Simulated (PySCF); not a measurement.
# C₄H₄N₂: magnetic properties

What do calculations give for the magnetic properties of C₄H₄N₂ (`c1cncnc1`)?

Computed with PySCF 2.14.0 and routines of our own; the level stands in each step. Atoms count from 0.

### 1 The system as given

10 atoms, charge 0, multiplicity 1; geometry from: GFN2-xTB.

### 2 Geometry optimisation at PBE0-D3(BJ)/def2-SVP

Job settings and geometry (Å):

```
{"job": {"xc": "PBE0", "basis": "def2-SVP", "d3": "d3bj", "grid": 1, "kind": "geom"}, "charge": 0, "multiplicity": 1}
C     -1.129558     0.130833     0.085938
C     -0.269991     1.216172    -0.011321
N      1.041172     1.066879    -0.115498
C      1.497398    -0.172206    -0.121136
N      0.777272    -1.275489    -0.032252
C     -0.533460    -1.122374     0.071303
H     -2.197039     0.254227     0.169035
H     -0.632623     2.236532    -0.005989
H      2.569343    -0.296098    -0.206848
H     -1.113632    -2.033821     0.144239
```

On the command line:

```
$ OMP_NUM_THREADS=1 python excited_run.py task.json out
```

The driver reads the jobs from task.json and runs them one after another.

What it wrote:

```text
step   0  E = -263.82903186  max force = 0.010407
step   1  E = -263.82997412  max force = 0.001594
step   2  E = -263.82997936  max force = 0.000492
step   3  E = -263.82997566  max force = 0.001264
step   4  E = -263.82998031  max force = 0.000401
optimisation converged
```

Wall time 12 s (1 thread of Arm Neoverse V1, shared host); peak memory 0.52 GiB.

Along the way:

| step | energy from step 0 (eV) | largest force component (eV/Å) |
| --- | --- | --- |
| 0 | 0.0000 | 0.5351 |
| 1 | -0.0256 | 0.0820 |
| 2 | -0.0258 | 0.0253 |
| 3 | -0.0257 | 0.0650 |
| 4 | -0.0258 | 0.0206 |

Distances of close pairs at the start and the end, largest changes first:

| bond | before (Å) | after (Å) | change (Å) |
| --- | --- | --- | --- |
| C3–H8 | 1.082 | 1.097 | +0.014 |
| C1–H7 | 1.083 | 1.096 | +0.014 |
| C5–H9 | 1.083 | 1.096 | +0.014 |
| C0–H6 | 1.078 | 1.091 | +0.013 |
| C3–N4 | 1.320 | 1.330 | +0.010 |
| N2–C3 | 1.320 | 1.330 | +0.010 |
| N4–C5 | 1.324 | 1.330 | +0.007 |
| C1–N2 | 1.324 | 1.330 | +0.007 |

The final coordinates are the input of the step that follows.

| at the end point | value |
| --- | --- |
| point group (found at 0.08 Å tolerance) | C2v |
| rotational constants (GHz, main isotopes) | 6.305, 6.118, 3.105 |
| dipole moment (D) | 2.28 |

### 3 Magnetic properties: GIAO B3LYP/aug-pcSseg-1

Job settings and geometry (Å):

```
{"job": {"kind": "mag", "xc": "B3LYP", "basis": "aug-pcSseg-1", "isotopologues": 2}, "charge": 0, "multiplicity": 1}
C     -1.148841     0.126969     0.070117
C     -0.287229     1.216395    -0.033647
N      1.030642     1.068533    -0.138045
C      1.485471    -0.181242    -0.136879
N      0.761773    -1.293196    -0.042543
C     -0.554798    -1.132777     0.060031
H     -2.229472     0.253411     0.154810
H     -0.672366     2.243000    -0.032837
H      2.571400    -0.308251    -0.222453
H     -1.160535    -2.043471     0.136928
```

Level: GIAO B3LYP/aug-pcSseg-1 magnetisability, rotational g tensor and spin-rotation constants, non-relativistic, gas phase.

What it wrote:

```text
coarse grid: 8952 points
cycle   1  E = -264.2301474663  dE =  1.013e+00  |g| = 3.778e-01  |ddm| = 6.086e+00
cycle   2  E = -264.1994818739  dE =  3.067e-02  |g| = 5.516e-01  |ddm| = 2.171e+00
cycle   3  E = -264.2639978552  dE = -6.452e-02  |g| = 6.814e-02  |ddm| = 1.081e+00
cycle   4  E = -264.2646686465  dE = -6.708e-04  |g| = 3.662e-02  |ddm| = 1.357e-01
cycle   5  E = -264.2649934215  dE = -3.248e-04  |g| = 1.085e-02  |ddm| = 1.148e-01
cycle   6  E = -264.2650235694  dE = -3.015e-05  |g| = 3.252e-03  |ddm| = 2.647e-02
cycle   7  E = -264.2650261214  dE = -2.552e-06  |g| = 4.175e-04  |ddm| = 9.536e-03
final grid: 88304 points
cycle   8  E = -264.3097311815  dE = -2.710e-05  |g| = 4.144e-03  |ddm| = 1.472e-01
cycle   9  E = -264.3097294266  dE =  1.755e-06  |g| = 5.099e-03  |ddm| = 1.808e-02
cycle  10  E = -264.3097354350  dE = -6.008e-06  |g| = 8.765e-04  |ddm| = 9.725e-03
cycle  11  E = -264.3097355928  dE = -1.578e-07  |g| = 2.814e-04  |ddm| = 1.942e-03
cycle  12  E = -264.3097356094  dE = -1.652e-08  |g| = 9.347e-05  |ddm| = 9.915e-04
cycle  13  E = -264.3097356114  dE = -2.015e-09  |g| = 2.721e-05  |ddm| = 1.813e-04
cycle  14  E = -264.3097356116  dE = -1.863e-10  |g| = 5.758e-06  |ddm| = 9.264e-05
converged SCF energy = -264.3097356116

Magnetisability tensor (1e-30 J/T^2)
     -395.54       -7.22      -78.23
       -7.22     -431.71      -27.71
      -78.23      -27.71    -1343.17
isotropic -723.48   principal values   -1350.45   -431.42   -388.55
isotropic susceptibility -43.569 1e-6 cm^3/mol

Inertial axes            a          b          c
rot. const./GHz      6.3052     6.1176     3.1050
chi total           -25.981    -23.399    -81.326
chi diamagnetic    -259.841   -260.226   -455.751
chi paramagnetic    233.860    236.827    374.425
quadrupole/D A       -3.920      6.014     -2.094
g nuclear            0.5933     0.5600     0.5764
g electronic        -0.6927    -0.6806    -0.5462
g total             -0.0994    -0.1207     0.0302

Spin-rotation constants (kHz, H = +C I.J)
atom  isotope        aa         bb         cc
  2    14N        1.574      1.640      0.053
  4    14N        1.574      1.640      0.053
  6     1H       -0.705      0.743     -0.331
  7     1H        0.450     -0.317     -0.261
  8     1H       -0.680      0.801     -0.223
  9     1H        0.452     -0.319     -0.261
  0    13C*       2.003      3.169      0.384
  1    13C*       3.356      2.635      0.490
  3    13C*       2.506      3.325      0.614
* in the singly substituted isotopologue

Isotopologues: g along a, b, c
2H    at 6,7,8,9           -0.1084    -0.0846     0.0262
13C   at 0                 -0.0973    -0.1207     0.0298
```

It took 22 s on 1 thread of Arm Neoverse V1, shared host; peak memory 0.84 GiB.

From this job:

| quantity | value |
| --- | --- |
| magnetisability | -723·10⁻³⁰ J/T² |
| molar susceptibility | -43.6·10⁻⁶ cm³/mol |
| rotational g (a, b, c) | -0.0994, -0.1207, 0.0302 |

Orbitals, density, ELF and potential are computed afterwards from the orbital file.

Frontier orbitals at B3LYP/aug-pcSseg-1, with the share of their density that lies nearest to each atom:

| orbital | energy (eV) | lies on |
| --- | --- | --- |
| HOMO | -7.26 | N2, N4 about 38 % each |
| LUMO | -1.59 | C1, C5 about 22 % each; N2, N4 about 18 % each; H7, H9 about 7 % each |

ELF in a plane through or near 10 of the atoms.

Values, 10 rows by 14 columns:
```
0.00 0.00 0.00 0.00 0.00 0.00 0.00 0.00 0.00 0.00 0.00 0.00 0.00 0.00
0.00 0.00 0.00 0.00 0.00 0.04 0.02 0.00 0.00 0.00 0.00 0.00 0.00 0.00
0.00 0.00 0.00 0.00 0.27 1.00 0.98 0.03 0.57 0.67 0.07 0.00 0.00 0.00
0.00 0.00 0.00 0.00 0.02 0.87 0.83 0.57 0.85 0.91 0.14 0.00 0.00 0.00
0.00 0.00 0.03 0.80 0.70 0.65 0.52 0.72 0.57 0.51 0.51 0.77 0.02 0.00
0.00 0.00 0.23 0.99 1.00 0.14 0.67 0.09 0.62 0.25 1.00 1.00 0.20 0.00
0.00 0.00 0.00 0.05 0.04 0.39 0.64 0.78 0.37 0.67 0.03 0.04 0.00 0.00
0.00 0.00 0.00 0.00 0.27 1.00 0.99 0.10 0.88 0.90 0.26 0.00 0.00 0.00
0.00 0.00 0.00 0.00 0.01 0.75 0.69 0.01 0.02 0.03 0.00 0.00 0.00 0.00
0.00 0.00 0.00 0.00 0.00 0.00 0.00 0.00 0.00 0.00 0.00 0.00 0.00 0.00
```
The map spans 10.4 Å across and 9.5 Å up, centred on the molecule. Atoms in the plane (x, y in Å): C0 (-1.1, 0.0), C1 (-0.4, -1.2), N2 (0.9, -1.2), C3 (1.5, 0.0), N4 (0.9, 1.2), C5 (-0.4, 1.2), H6 (-2.2, 0.0), H7 (-0.9, -2.2), H8 (2.6, 0.0), H9 (-0.9, 2.2).

log10 of the density (e/Å³) in the same plane.

Ten even steps from ' ' (-4.0) to '@' (2.0):
```
                                                        
                                                        
                ....::::::............                  
              ....::--------::::::::::....              
            ..::--==++++++==========----::..            
            ..::--==******++++++++++==----::..          
          ..::::--==****##****######**==--::....        
        ..::----====****%%%%####@@##**++==--::::..      
      ..::--==++++++****####**######**++++====--::      
      ..::--++****####%%****++**##########**++==::..    
      ..::--++****####%%****++**##########**++==::..    
      ..::--==++++++****####**######**++++====--::      
        ..::----==++****%%######%%##**++==--::::..      
          ..::::--==****##****######**==--::....        
            ..::--==******++++++++++==----::..          
            ..::--==++++++==========----::..            
              ....::--------::::::::::....              
                ....::::::............                  
                                                        
                                                        
```
The map spans 10.4 Å across and 9.5 Å up, centred on the molecule. Atoms in the plane (x, y in Å): C0 (-1.1, 0.0), C1 (-0.4, -1.2), N2 (0.9, -1.2), C3 (1.5, 0.0), N4 (0.9, 1.2), C5 (-0.4, 1.2), H6 (-2.2, 0.0), H7 (-0.9, -2.2), H8 (2.6, 0.0), H9 (-0.9, 2.2).

On the surface of density 0.002 e/bohr³ the electrostatic potential runs, from the 1st to the 99th percentile, from -1.50 V near N2 to 1.27 V near H6.

### 4 Magnetic properties: GIAO CAM-B3LYP/ANO-RCC-VDZP

The job, as its differences from that of step 3:

```diff
@@ -1,2 +1,2 @@
-{"job": {"kind": "mag", "xc": "B3LYP", "basis": "aug-pcSseg-1", "isotopologues": 2}, "charge": 0, "multiplicity": 1}
+{"job": {"kind": "mag", "xc": "CAM-B3LYP", "basis": "ANO-RCC-VDZP", "scf": {"conv": 1e-08}}, "charge": 0, "multiplicity": 1}
 C     -1.148841     0.126969     0.070117
```

Method: GIAO CAM-B3LYP/ANO-RCC-VDZP magnetisability, rotational g tensor and spin-rotation constants, non-relativistic, gas phase.

What it wrote:

```text
final grid: 88304 points
cycle   1  E = -264.2212057746  dE =  1.219e+00  |g| = 4.030e-01  |ddm| = 4.817e+00
cycle   2  E = -264.2229535077  dE = -1.748e-03  |g| = 4.496e-01  |ddm| = 7.940e-01
cycle   3  E = -264.2624780708  dE = -3.952e-02  |g| = 4.162e-02  |ddm| = 3.435e-01
cycle   4  E = -264.2627838201  dE = -3.057e-04  |g| = 2.675e-02  |ddm| = 6.476e-02
cycle   5  E = -264.2629576454  dE = -1.738e-04  |g| = 8.049e-03  |ddm| = 3.299e-02
cycle   6  E = -264.2629753807  dE = -1.774e-05  |g| = 1.752e-03  |ddm| = 9.091e-03
cycle   7  E = -264.2629761944  dE = -8.137e-07  |g| = 9.156e-04  |ddm| = 2.357e-03
cycle   8  E = -264.2629764639  dE = -2.694e-07  |g| = 2.046e-04  |ddm| = 1.358e-03
cycle   9  E = -264.2629764786  dE = -1.473e-08  |g| = 2.311e-05  |ddm| = 3.610e-04
cycle  10  E = -264.2629764789  dE = -2.870e-10  |g| = 6.511e-06  |ddm| = 6.233e-05
converged SCF energy = -264.2629764789

Magnetisability tensor (1e-30 J/T^2)
     -391.82       -7.93      -79.14
       -7.93     -433.87      -27.81
      -79.14      -27.81    -1350.78
isotropic -725.49   principal values   -1358.14   -433.66   -384.68
isotropic susceptibility -43.690 1e-6 cm^3/mol

Inertial axes            a          b          c
rot. const./GHz      6.3052     6.1176     3.1050
chi total           -26.116    -23.166    -81.789
chi diamagnetic    -258.530   -258.665   -454.461
chi paramagnetic    232.415    235.499    372.672
quadrupole/D A       -3.790      5.718     -1.928
g nuclear            0.5933     0.5600     0.5764
g electronic        -0.6885    -0.6768    -0.5436
g total             -0.0951    -0.1169     0.0328

Spin-rotation constants (kHz, H = +C I.J)
atom  isotope        aa         bb         cc
  2    14N        1.529      1.595      0.029
  4    14N        1.530      1.594      0.029
  6     1H       -0.690      0.748     -0.326
  7     1H        0.448     -0.290     -0.261
  8     1H       -0.654      0.792     -0.226
  9     1H        0.450     -0.292     -0.261
  0    13C*       1.904      3.023      0.335
  1    13C*       3.238      2.550      0.434
  3    13C*       2.414      3.216      0.554
* in the singly substituted isotopologue
```

Run time: 26 s. Hardware: 1 thread of Arm Neoverse V1, shared host; peak memory 0.63 GiB.

In short:

| quantity | value |
| --- | --- |
| magnetisability | -725·10⁻³⁰ J/T² |
| molar susceptibility | -43.7·10⁻⁶ cm³/mol |
| rotational g (a, b, c) | -0.0951, -0.1169, 0.0328 |

### 5 Magnetic properties: GIAO X3LYP/Sadlej pVTZ

The job, as its differences from that of step 4:

```diff
@@ -1,2 +1,2 @@
-{"job": {"kind": "mag", "xc": "CAM-B3LYP", "basis": "ANO-RCC-VDZP", "scf": {"conv": 1e-08}}, "charge": 0, "multiplicity": 1}
+{"job": {"kind": "mag", "xc": "X3LYP", "basis": "Sadlej pVTZ"}, "charge": 0, "multiplicity": 1}
 C     -1.148841     0.126969     0.070117
```

With the program's defaults for keys left out, this is: GIAO X3LYP/Sadlej pVTZ magnetisability, rotational g tensor and spin-rotation constants, non-relativistic, gas phase.

What it wrote:

```text
coarse grid: 8952 points
cycle   1  E = -264.2030893051  dE =  1.047e+00  |g| = 3.720e-01  |ddm| = 1.035e+02
cycle   2  E = -264.1733499737  dE =  2.974e-02  |g| = 5.410e-01  |ddm| = 7.261e+00
cycle   3  E = -264.2364775751  dE = -6.313e-02  |g| = 6.227e-02  |ddm| = 2.787e+00
cycle   4  E = -264.2369452522  dE = -4.677e-04  |g| = 4.057e-02  |ddm| = 1.224e+00
cycle   5  E = -264.2373637867  dE = -4.185e-04  |g| = 1.105e-02  |ddm| = 2.802e-01
cycle   6  E = -264.2373968699  dE = -3.308e-05  |g| = 2.684e-03  |ddm| = 2.195e-01
cycle   7  E = -264.2373986307  dE = -1.761e-06  |g| = 4.832e-04  |ddm| = 2.697e-02
final grid: 88304 points
cycle   8  E = -264.2565284916  dE = -2.346e-05  |g| = 3.504e-03  |ddm| = 1.185e+00
cycle   9  E = -264.2565273829  dE =  1.109e-06  |g| = 4.267e-03  |ddm| = 2.131e-01
cycle  10  E = -264.2565318309  dE = -4.448e-06  |g| = 7.375e-04  |ddm| = 6.288e-02
cycle  11  E = -264.2565319436  dE = -1.127e-07  |g| = 2.889e-04  |ddm| = 8.638e-03
cycle  12  E = -264.2565319621  dE = -1.845e-08  |g| = 9.154e-05  |ddm| = 2.655e-03
cycle  13  E = -264.2565319639  dE = -1.784e-09  |g| = 2.768e-05  |ddm| = 1.379e-03
cycle  14  E = -264.2565319640  dE = -1.686e-10  |g| = 9.714e-06  |ddm| = 4.347e-04
converged SCF energy = -264.2565319640

Magnetisability tensor (1e-30 J/T^2)
     -490.56       -9.68      -69.06
       -9.68     -550.71      -23.36
      -69.06      -23.36    -1327.76
isotropic -789.68   principal values   -1334.16   -550.87   -484.00
isotropic susceptibility -47.555 1e-6 cm^3/mol

Inertial axes            a          b          c
rot. const./GHz      6.3052     6.1176     3.1050
chi total           -33.174    -29.147    -80.345
chi diamagnetic    -259.624   -260.016   -455.980
chi paramagnetic    226.449    230.869    375.635
quadrupole/D A       -4.176      5.769     -1.593
g nuclear            0.5933     0.5600     0.5764
g electronic        -0.6708    -0.6635    -0.5479
g total             -0.0775    -0.1036     0.0284

Spin-rotation constants (kHz, H = +C I.J)
atom  isotope        aa         bb         cc
  2    14N        1.448      1.558      0.028
  4    14N        1.449      1.557      0.028
  6     1H       -0.724      0.738     -0.321
  7     1H        0.462     -0.310     -0.264
  8     1H       -0.652      0.810     -0.239
  9     1H        0.463     -0.312     -0.264
  0    13C*       1.854      2.941      0.310
  1    13C*       3.172      2.447      0.487
  3    13C*       2.413      3.151      0.614
* in the singly substituted isotopologue
```

Run time: 19 s. Hardware: 1 thread of Arm Neoverse V1, shared host; peak memory 0.77 GiB.

Key values:

| quantity | value |
| --- | --- |
| magnetisability | -790·10⁻³⁰ J/T² |
| molar susceptibility | -47.6·10⁻⁶ cm³/mol |
| rotational g (a, b, c) | -0.0775, -0.1036, 0.0284 |

### 6 The levels compared

| level | ξ (10⁻³⁰ J/T²) | g(a) | g(b) | gap (eV) | functions | time |
| --- | --- | --- | --- | --- | --- | --- |
| GIAO B3LYP/aug-pcSseg-1 | -723 | -0.0994 | -0.1207 | 5.68 | 192 | 22 s |
| GIAO CAM-B3LYP/ANO-RCC-VDZP | -725 | -0.0951 | -0.1169 | 8.86 | 104 | 26 s |
| GIAO X3LYP/Sadlej pVTZ | -790 | -0.0775 | -0.1036 | 5.81 | 180 | 19 s |

### 7 Results

| quantity | value |
| --- | --- |
| point group | C2v |
| rotational constants (main isotopes) | 6.31, 6.12, 3.11 GHz |
| magnetisability (step 3, GIAO B3LYP/aug-pcSseg-1) | -723·10⁻³⁰ J/T² |
| molar susceptibility (step 3, GIAO B3LYP/aug-pcSseg-1) | -43.6·10⁻⁶ cm³/mol |
| rotational g (a, b, c) (step 3, GIAO B3LYP/aug-pcSseg-1) | -0.0994, -0.1207, 0.0302 |
| surface potential, 1st and 99th percentile | -1.50 V and 1.27 V |
| magnetisability over the levels | -790 to -723·10⁻³⁰ J/T² |

In words: Relaxing lowered the energy by 0.026 eV in 4 steps; the close pair that moved most is C3–H8, from 1.082 to 1.097 Å. No frequency check was run at this level, so the end point may be a saddle. At B3LYP/aug-pcSseg-1, counted by nearest atom on the grid, the HOMO lies on N2, N4 about 38 % each, the LUMO on C1, C5 about 22 % each; N2, N4 about 18 % each. The magnetisability spreads by 8.9 % over 3 levels, from GIAO X3LYP/Sadlej pVTZ (19 s) to GIAO B3LYP/aug-pcSseg-1 (22 s); the runs took 19 s to 26 s. Vibrational averaging and real surroundings are missing from these values.
